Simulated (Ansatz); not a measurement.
```yaml
crystal:
  periodic: [false, false, false]
  atoms:
    - {symbol: C, position_ang: [-0.286705, 1.309445, -0.450430]}
    - {symbol: C, position_ang: [0.380312, 0.166470, -0.389733]}
    - {symbol: C, position_ang: [0.090801, -0.896395, 0.603085]}
    - {symbol: Cl, position_ang: [-0.383157, -2.424498, -0.210530]}
    - {symbol: H, position_ang: [-0.035957, 2.073064, -1.176926]}
    - {symbol: H, position_ang: [-1.108067, 1.522390, 0.226534]}
    - {symbol: H, position_ang: [1.191514, -0.035224, -1.083907]}
    - {symbol: H, position_ang: [-0.729117, -0.618726, 1.263834]}
    - {symbol: H, position_ang: [0.968776, -1.142726, 1.201070]}
basis:
  gaussian: {orbitals: x2c-TZVPPall}
hamiltonian: {xc: {name: HF}, dispersion: rvv10}
```

```sh
$ ansatz run in.yaml --threads 4 --pin off --events-out ev --progress --plain --max-ram 10444MiB
```

Q: How does Ansatz answer? (An estimate is asked.)

A: Ansatz gave: The input was rejected before any iteration.
```
Error: inconsistent input (hamiltonian.dispersion, hamiltonian.xc): `dispersion: rvv10` has no transferable b for PBE exchange — Sabatini et al. (2013) fitted b=6.3 to rPW86, and the PBE refits of Peng & Perdew (2017) are task-dependent (b=6.6 S22 / b=10.0 layered). Use `xc: {exchange: rpw86, correlation: pbe}` for the original rVV10 or `xc: r2scan` for the r²SCAN+rVV10 pairing
```
